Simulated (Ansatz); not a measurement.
`CCCCCl` → 4 C• + Cl• + 9 H•  (atomization)

Program: Ansatz. Geometries: PBE0-D4/def2-TZVP. ΔE: electronic, gas phase. CCSD(T)/CBS adds triple-zeta CCSD(T) − MP2 to the extrapolated MP2 energy (def2 sets, frozen cores). This one scheme is used for every species, atoms too. Functionals use def2-TZVPP. Open shells (•) are unrestricted, without spin–orbit coupling. Spin–orbit coupling would lower the free atoms: a little for C, Cl. Each species was taken in one conformer, which may not be the lowest.

```csv
level,ΔE (kcal/mol)
LDA (SPW92),1452.3
BHLYP-D4,1253.5
ωB97X-V,1282.7
BHLYP,1246.6
```

(1) What does CCSD(T)/CBS give? (Best estimate.)

(2) What do rigid-rotor, harmonic-oscillator terms from PBE0-D4/def2-TZVP frequencies (298.15 K, 1 bar) make of the CCSD(T)/CBS value? (An estimate is asked.)

Largest T1 diagnostic among the species: 0.009.

Results:

(1) Ansatz gave: +1281.0 kcal/mol. The listed levels differ from it by 171.3, -27.5, 1.7, -34.4 kcal/mol.

(2) The calculation gave: ΔZPE = -77.7 kcal/mol, ΔH = +1219.4 kcal/mol, ΔS = 1496 J/(mol·K), ΔG = +1112.7 kcal/mol. Open shells count their whole term as degenerate.

At CCSD(T), def2-SVP lies −50.3 kcal/mol from the extrapolated value and def2-TZVPP −27.3 kcal/mol: correlation converges slowly with the basis, and small sets miss more of it in the bonded molecule than in its fragments. From BLYP to BHLYP (50 % exact exchange), in def2-TZVPP and without D4, ΔE moves by −11.5 kcal/mol: exact exchange takes away binding that semilocal exchange gives to molecules. Leaving LDA and LC-ωPBE aside and taking each functional with its dispersion term where it has one, the values, not all of them listed here, spread over 50.4 kcal/mol, from BHLYP-D4 to PBE-D4. LDA lies +154.7 kcal/mol from PBE without D4, its usual overbinding.

For atomizations the MP2-based limit and the directly extrapolated one differ by several kJ/mol either way, and by 10 to 25 for some Ge, Se and Sn compounds, so smaller differences from it don't rank the levels.
